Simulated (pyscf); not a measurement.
A first-order saddle from PySCF, ωB97X-D3(BJ)/def2-SVP:

```
Ge
Cl 1 2.1288
Cl 1 2.1288 2 109.17
Cl 1 2.1288 2 109.17 3 119.27
Cl 1 2.2738 2 109.79 4 120.37
H 5 1.6450 3 146.13 1 179.94
```
Charge 0, spin multiplicity 2.

Surface: doublet, charge 0. Lowest wavenumbers (cm⁻¹): 1162i, 93, 93, 142, 142.

Problem. Which two sides does it connect, and which bonds change?

Solution. Cl–Ge(Cl)(Cl)–Cl + H• ⇌ HCl + Cl–Ge•(Cl)–Cl, an atom transfer read from left to right: Cl–Ge broken and Cl–H formed. At ωB97M-D3(BJ)/def2-TZVP it lies +11.3 kcal/mol from the left side and +26.5 kcal/mol from the right (each side as separated species at their lowest minima found). This is the saddle that the search found; another between the same sides may lie lower. The angle at the transferred Cl is 180°. Elements up to Kr have no core potential and no relativistic terms here.
